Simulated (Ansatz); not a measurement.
Species, as SMILES: OCl (OH-Cl).
Atoms: O1, H2, Cl3. Bonds: O1-H2, O1-Cl3.

Basis-set convergence of the highest harmonic wavenumber at PBE with Ansatz (a quantum-chemistry and plane-wave program). Each level at its own minimum, finite differences of forces, unscaled; the reference is a large set that could be run, not a limit. All functions are spherical. No added dispersion term, no relativity. Reference: the value in aug-pcseg-2, 3660 cm⁻¹, itself unsure by roughly 7 cm⁻¹ (its mean distance from aug-cc-pV(T+d)Z, def2-TZVPPD). Deviations are taken from unrounded values.

| basis | functions |
|---|---|
| def2-SV(P) | 34 |
| def2-SVP | 37 |
| cc-pV(D+d)Z | 42 |
| def2-SVPD | 58 |
| def2-TZVP | 74 |
| cc-pV(T+d)Z | 83 |
| def2-TZVPP | 87 |
| def2-TZVPD | 95 |
| def2-TZVPPD | 108 |

**Question.** Which is the smallest set listed that can be trusted to 50 cm⁻¹ here, that is, within that of the reference together with its larger relatives (same family, alike in diffuse functions; a set with none to test it counts only in the reference's own line)?

**Answer.** The smallest set listed that lies within 50 cm⁻¹ of the reference with all its larger relatives (same family, alike in diffuse functions; a set with none counts only in the reference's own line) is def2-SVP (37 functions, -16 cm⁻¹ off). Inside, with no larger relative to test it: cc-pV(T+d)Z. Value minus reference: def2-SV(P) -154, def2-SVP -16, cc-pV(D+d)Z -64, def2-SVPD -3, def2-TZVP -16, cc-pV(T+d)Z -2, def2-TZVPP 6, def2-TZVPD -16, def2-TZVPPD 4 cm⁻¹.
